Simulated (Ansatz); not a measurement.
**CH₂N+ (quintet): wave-function methods side by side, cc-pVDZ**

An exercise on one series of results from a longer session: the logs are not shown, and one member is left open.

Computed with Ansatz 0.2.0, Gaussian basis. Level: cc-pVDZ, core rule «outside noble gas», up to 2 orbitals frozen.

Plan: UHF; CCSD(T) on ROHF; CCSD(T) on UHF; BCCD(T) on ROHF; CISD; CCSDT(Q) on ROHF; CCSDT(Q) on UHF; CASSCF and MRCISD+Q, 10 electrons in 10 orbitals; CASSCF and NEVPT2, 10 electrons in 10 orbitals.

22 further runs of the same task are left out: 10 that didn't finish, 12 set aside as unsound or not needed.

## The geometry

The geometry is a PBE0/def2-TZVP stationary point (not a proven minimum) of the parent state, kept for this charge and spin.

4 atoms, charge 1, spin multiplicity 5.

Atoms are counted from 1 here; the program's logs count them from 0.

Bond lengths: N1–C2 1.365 Å, N1–H3 1.004 Å, N1–H4 1.004 Å. Angles: C2–N1–H3 120.7°, C2–N1–H4 120.7°, H3–N1–H4 118.6°.

The first run:

The input, in.yaml:

```yaml
crystal:
  periodic: [false, false, false]
  atoms:
    - {symbol: N, position_ang: [0.000000, 0.000000, 0.548062]}
    - {symbol: C, position_ang: [0.000000, 0.000000, -0.817088]}
    - {symbol: H, position_ang: [0.000000, 0.863263, 1.060214]}
    - {symbol: H, position_ang: [0.000000, -0.863263, 1.060214]}
basis:
  gaussian: {orbitals: cc-pVDZ}
total_charge: 1
magnetization: {spin_polarized: true, initial_magnetization: 4}
hamiltonian: {xc: hf}
output: {orbitals: {seedname: orbitals}}
```

On the command line:

```sh
> ansatz run in.yaml --threads 1 --pin off --events-out ev --progress --plain --max-ram 2393MiB
```

Among the steps run: UHF; CCSD(T) on ROHF; CCSD(T) on UHF; BCCD(T) on ROHF; CISD; CCSDT(Q) on ROHF; CCSDT(Q) on UHF; CASSCF and MRCISD+Q, 10 electrons in 10 orbitals; CASSCF and NEVPT2, 10 electrons in 10 orbitals.

One of the session's tables, all rows but one given; the rest of the session is left out.

```
          method  from UCCSDT(Q) (kJ/mol)
            ROHF                   +540.9
             UHF                   +527.6
            RMP2                    +80.1
            UMP2                    +80.6
            CISD                    +31.8
           RCCSD                    +11.4
           UCCSD                    +11.1
        RCCSD(T)                     +2.1
        UCCSD(T)                     +1.9
         BCCD(T)                     +2.1
          RCCSDT                     +0.7
          UCCSDT                     +0.5
       RCCSDT(Q)                     +0.2
       UCCSDT(Q)                        0
  CASSCF valence                        ?
  NEVPT2 valence                    +73.2
  MRCISD valence                    +15.5
MRCISD+Q valence                     +1.7
```

**Question.** Estimate the row for CASSCF valence.

**Answer.** from UCCSDT(Q) (kJ/mol): +350.6. In the column «from UCCSDT(Q) (kJ/mol)» it lies between UMP2 (+80.6) and UHF (+527.6).

To keep in mind: Restricted and unrestricted rows rest on different reference determinants; where their highest levels disagree by more than a few hundredths of an eV, they describe different states and don't form one ladder.
